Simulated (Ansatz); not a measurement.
Relaxation of C3H9NO (14 atoms, charge 0, multiplicity 1), to a largest force component of 0.02 eV/Å in at most 50 steps.

The calculation used Ansatz 0.2.0, RKS BHLYP/def2-SVP.

```xyz
14
Properties=species:S:1:pos:R:3
C -1.130 1.260 0.715
O 0.147 1.192 0.209
C 0.748 -0.039 0.552
C 0.371 -1.201 -0.307
N 0.429 -0.930 -1.754
H -1.197 1.210 1.790
H -1.526 2.303 0.454
H -1.794 0.582 0.228
H 0.632 -0.237 1.672
H 1.860 0.101 0.438
H -0.206 -1.744 -1.882
H 0.886 -2.106 -0.044
H 1.363 -0.738 -1.967
H -0.035 0.001 -1.882
```

Q: Where does it end, and by what steps?

A: It converged. After 9 steps the energy has fallen by 1.337 eV; H11 moved furthest, 0.47 Å.

```
step  energy less start (eV)  largest force component (eV/Å)  accepted
   0                  0.0000                           3.317       yes
   1                 -0.9532                           1.871       yes
   2                 -1.2441                           1.144       yes
   3                 -1.2413                           0.970        no
   4                 -1.3292                           0.237       yes
   5                 -1.3318                           0.175       yes
   6                 -1.3361                           0.063       yes
   7                 -1.3367                           0.044       yes
   8                 -1.3365                           0.105        no
   9                 -1.3370                           0.005       yes
```

```xyz
14
Properties=species:S:1:pos:R:3
C -1.167 1.300 0.750
O 0.093 1.147 0.172
C 0.751 -0.063 0.526
C 0.170 -1.228 -0.200
N 0.470 -0.921 -1.657
H -1.091 1.427 1.840
H -1.624 2.200 0.332
H -1.806 0.433 0.549
H 0.697 -0.237 1.609
H 1.816 0.164 0.297
H -0.019 -1.556 -2.276
H 0.711 -2.150 0.038
H 1.458 -0.875 -1.956
H 0.089 0.013 -1.802
```

Whether the end is a true minimum wasn't checked by a vibrational analysis.

Time of the run: 29 s on 2 threads of Intel(R) Xeon(R) Platinum 8488C (Sapphire Rapids), on a shared host, peak memory 0.28 GiB.
